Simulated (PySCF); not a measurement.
# SH⁺ (triplet): changing the method

What do other methods print for SH⁺ (triplet)?

Computed with PySCF 2.14.0. Level: method and basis as typed in the scripts.

1 further run of the same task is left out (for a known fault of the program).

### 1 Starting geometry

SH⁺ (triplet): 2 atoms, charge 1, spin multiplicity 3.

Bond lengths: H1–S2 1.405 Å.

### 2 Base script

input.py

```python
from pyscf import gto, scf, cc

mol = gto.M(
    atom='H 0 0 0; S 0 0 1.405',
    basis='sbkjc',
    ecp={'S': 'sbkjc'},
    charge=1,
    spin=2,
    verbose=4,
)
mf = scf.UHF(mol)
mf.kernel()
mycc = cc.CCSD(mf)
mycc.kernel()
e = mycc.eeccsd(nroots=5)[0]
print('roots (eV) =', (e*27.211386).round(3))
mf.dip_moment()
print('orbital energies (hartree):', [e[max(0, n-3):n+3].round(4) for e, n in zip(mf.mo_energy, mol.nelec)])
```

The run is started by

```bash
$ python input.py
```

### 3 CISD

Run 1 changes step after the SCF: eomee → cisd.

input.py: that of step 2 with these lines changed.

```diff
@@ -1,2 +1,2 @@
-from pyscf import gto, scf, cc
+from pyscf import gto, scf, ci
 
@@ -12,6 +12,3 @@
 mf.kernel()
-mycc = cc.CCSD(mf)
-mycc.kernel()
-e = mycc.eeccsd(nroots=5)[0]
-print('roots (eV) =', (e*27.211386).round(3))
+ci.CISD(mf).kernel()
 mf.dip_moment()
```

### 4 Wb97x (UKS)

Run 2 changes functional: none (Hartree–Fock) → wb97x; SCF type: UHF → UKS; step after the SCF: eomee → analyze.

input.py

```python
from pyscf import gto, dft

mol = gto.M(
    atom='H 0 0 0; S 0 0 1.405',
    basis='sbkjc',
    ecp={'S': 'sbkjc'},
    charge=1,
    spin=2,
    verbose=4,
)
mf = dft.UKS(mol, xc='wb97x')
mf.kernel()
mf.mulliken_pop()
mf.dip_moment()
print('orbital energies (hartree):', [e[max(0, n-3):n+3].round(4) for e, n in zip(mf.mo_energy, mol.nelec)])
```

### 5 TDHF

Run 3 changes step after the SCF: eomee → tddft; number of roots: 5 → 4.

input.py

```python
from pyscf import gto, scf, tdscf

mol = gto.M(
    atom='H 0 0 0; S 0 0 1.405',
    basis='sbkjc',
    ecp={'S': 'sbkjc'},
    charge=1,
    spin=2,
    verbose=4,
)
mf = scf.UHF(mol)
mf.kernel()
td = tdscf.TDHF(mf)
td.nstates = 4
td.kernel()
td.analyze(verbose=3)
mf.dip_moment()
print('orbital energies (hartree):', [e[max(0, n-3):n+3].round(4) for e, n in zip(mf.mo_energy, mol.nelec)])
```

### 6 SCF alone

Run 4 changes step after the SCF: eomee → none.

input.py: that of step 2 with these lines changed.

```diff
@@ -1,2 +1,2 @@
-from pyscf import gto, scf, cc
+from pyscf import gto, scf
 
@@ -12,6 +12,2 @@
 mf.kernel()
-mycc = cc.CCSD(mf)
-mycc.kernel()
-e = mycc.eeccsd(nroots=5)[0]
-print('roots (eV) =', (e*27.211386).round(3))
 mf.dip_moment()
```

Before running it: what results should come out? Wanted: for each run, E(SCF); from base; gap, α spin; after the SCF.

**Answer**, as computed:

```
        run  E(SCF) (hartree)  from base (eV)  cycles  gap, α spin (eV)                                   after the SCF
       base        -10.125171               0       9             19.83  CCSD correlation -0.850 eV, first root 1.73 eV
       CISD        -10.125171          0.0000       9             19.83                      CISD correlation -0.846 eV
wb97x (UKS)        -10.284138  not comparable       8             16.62                                             n/a
       TDHF        -10.125171          0.0000       9             19.83                       lowest root found 4.14 eV
  SCF alone        -10.125171          0.0000       9             19.83                                             n/a
```

A lower total energy from another functional means nothing by itself.
